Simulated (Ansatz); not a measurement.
**Property card for Ta₃Ru₂**

The calculation used DFT PBEsol, scalar-relativistic, plane waves, PAW (Ansatz 0.2.0).

Settings: cutoff 420 eV, Γ-centred mesh 12×12×4 on the computed 10-atom cell, Gaussian smearing of 0.10 eV; no spin polarisation.

The structure is relaxed at this level of theory with its symmetry kept. Whether it is the stable form of this composition wasn't checked.

It takes space group P4/mmm (No. 123, tetragonal). The conventional cell has a = 3.189 Å, b = 3.189 Å, c = 15.636 Å, α = 90.00°, β = 90.00°, γ = 90.00°. Around Ta (site symmetry 4mm) lie 4 Ru at 2.78 Å and 10 Ta at 2.79 to 3.28 Å. Ta (site symmetry 4mm) has 8 Ru at 2.71 to 2.72 Å and 6 Ta at 3.05 to 3.19 Å as nearest neighbours. Ta (site symmetry 4/mmm) has 8 Ru at 2.72 Å and 2 Ta at 3.05 Å as nearest neighbours. Ta (site symmetry 4/mmm) is surrounded by 12 Ta at 2.79 to 3.19 Å and 2 Ru at 3.26 Å. Around Ru (site symmetry 4mm) lie 8 Ta at 2.71 to 2.78 Å and 1 Ru at 3.03 Å. Ru (site symmetry 4mm) is surrounded by 8 Ta at 2.72 Å and 2 Ru at 3.03 to 3.05 Å.

| Property | Result |
| --- | --- |
| Volume per atom | 15.90 Å³ |
| Formation energy from the elements' standard states (uncorrected) | -0.261 eV/atom |
| Kohn–Sham band gap | none (metal) |
| Density of states at the Fermi level | 12.14 states/eV per cell |
| Löwdin character within 0.5 eV of the Fermi level | Ta 5d 54 %, Ru 4d 38 % |
| Bulk modulus | 259 GPa |
| Its pressure derivative | 4.1 |
| Bader charges (e) | Ta (2 in the cell) 0.52, Ta (2 in the cell) 1.10, Ta (1 in the cell) 1.07, Ta (1 in the cell) 0.04, Ru (2 in the cell) -1.10, Ru (2 in the cell) -1.08 |

Spin-orbit coupling is left out, which matters for the bands of heavy elements.

A ferromagnetic start lost its moments in a first run, so spin was left out; other magnetic orders weren't tried.